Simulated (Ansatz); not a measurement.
A calculation with Ansatz (development build ahead of 0.2.0).

```yaml
crystal:
  periodic: [false, false, false]
  atoms:
    - { symbol: H, position_ang: [0.0, 0.0, 0.0] }
    - { symbol: Al, position_ang: [0.0, 0.0, 2.9366] }
basis:
  gaussian: { orbitals: pcseg-2 }
magnetization:
  spin_polarized: true
  initial_magnetization: 2
hamiltonian:
  xc: pbe
```

The input is written out in the form of the current development build from the run's settings.

Results

* Converged: yes
* Total energy: -242.73555 hartree
* Spin squared of the determinant: 2.006
* Stability test: minimum

Caution: charge can spread falsely over distant fragments.
